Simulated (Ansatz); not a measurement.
# A basis-limit estimate, worked out

The pair of HCN (SMILES C#N, atoms 1–3) and SiH$_{4}$ (SMILES [SiH4], atoms 4–8), both closed shells, in one local arrangement (a lower one may exist), relaxed at PBE0-D4/def2-TZVP:

C1  (-0.050, -0.015, -2.824)
N2  (-0.102, -0.070, -1.681)
H3  (-0.002, 0.036, -3.890)
Si4  (0.030, 0.009, 1.666)
H5  (-1.219, -0.692, 1.282)
H6  (0.023, 1.397, 1.142)
H7  (1.211, -0.727, 1.154)
H8  (0.109, 0.062, 3.151)
(Å)

Both fragments are computed in the basis of the whole pair.

Program: Ansatz 0.2.0. Basis: def2-TZVPPD and def2-QZVPPD. Cores are frozen in the correlated methods.

Energies in eV:

| quantity | pair | first fragment | second fragment |
| --- | --- | --- | --- |
| Hartree–Fock, triple zeta (X = 3) | -10453.83624 | -2528.28521 | -7925.54627 |
| Hartree–Fock, quadruple zeta (X = 4) | -10454.18892 | -2528.38484 | -7925.79885 |
| MP2 correlation, X = 3 | -13.34090 | -9.35840 | -3.92571 |
| MP2 correlation, X = 4 | -14.17462 | -9.94247 | -4.17224 |
| CCSD(T) correlation, X = 3 | -14.85811 | -9.96497 | -4.84333 |

Q: Work out the interaction energy at the basis limit: extrapolate Hartree–Fock as E(X) = E∞ + A exp(−7.88 √X) and the MP2 correlation as E(X) = E∞ + B X^−2.97 (the exponents that Neese and Valeev fitted for def2-TZVPP and QZVPP, reused here for the diffuse sets), then add CCSD(T) − MP2 in triple zeta.

A: Each step is linear, so take the differences first (pair − first fragment − second fragment): Hartree–Fock -0.00476 (X = 3) and -0.00523 (X = 4); MP2 correlation -0.05679 and -0.05991; CCSD(T) correlation -0.04981.
Two points give E∞ = E(4) + w [E(4) − E(3)], with w = 1/(exp(7.88 (2 − √3)) − 1) = 0.1377 for Hartree–Fock and w = 1/((4/3)^2.97 − 1) = 0.7407 for the correlation.
Hartree–Fock: -0.00523 + 0.1377 × (-0.00047) = -0.0053 eV.
MP2 correlation: -0.05991 + 0.7407 × (-0.00312) = -0.0622 eV.
CCSD(T) − MP2: -0.04981 − (-0.05679) = 0.0070 eV.
Sum: -0.0053 + (-0.0622) + 0.0070 = -0.0605 eV, or -1.40 kcal/mol. Plain CCSD(T) in triple zeta gives -0.0546 eV, so the larger basis shifts the result by -0.0059 eV.

T1 diagnostic: at most 0.015.

For scale, one of the runs: CCSD(T)/def2-TZVPPD, 207 basis functions, launched by `ansatz run in.yaml --threads 2 --pin off --events-out ev --progress --plain --max-ram 5222MiB`. Time: 75 s of wall clock on 2 CPU threads of an Arm Neoverse N1; the host was shared. Peak host memory: 2.6 GiB.
